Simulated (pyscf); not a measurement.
Cl–C:–Cl (SMILES Cl[C]Cl) [singlet] + H₂ (SMILES [H][H]) -> Cl–CH₂–Cl (SMILES ClCCl), an insertion (singlet surface; H–H broken, C–H, C–H formed). PySCF, gas phase, ωB97X-D3(BJ)/def2-SVP geometries. Energies in kcal/mol from the separated reactants.

Small-basis levels: PySCF, no dispersion term, spherical d functions. AM1 to PM7: differences of heats of formation from MOPAC, which are fitted to 298 K values and so differ in kind from electronic energies by zero-point and thermal terms. Cost: rough CPU time at the saddle relative to B3LYP/6-31G*, from one job on a shared machine.

```csv
level,barrier,reaction energy,cost
HF/STO-3G,36.3,-109.4,0.07
SVWN5/6-31G*,2.5,-97.6,0.8
BP86/6-31G*,13.4,-84.1,1
B3LYP/STO-3G,22.5,-102.2,0.5
M06-2X/6-31G*,17.2,-92.4,2
B3LYP/6-311+G**,15.4,-84.9,2
PM3,15.7,-68.0,under 0.02
PM6,20.4,-36.1,under 0.02
PM7,26.1,-29.3,under 0.02
ωB97M-D3(BJ)/def2-TZVP,16.2,-85.0,–
```

Against the last row the barrier runs from -13.7 (SVWN5/6-31G*) to +20.0 kcal/mol (HF/STO-3G). ωB97M-D3(BJ)/def2-TZVP has limits of its own. From the product side, Cl• + •H₂C–Cl lies, by one bond made or cut, 19.4 kcal/mol under this saddle at ωB97M-D3(BJ)/def2-TZVP. This is the saddle that the search found; another between the same sides may lie lower.
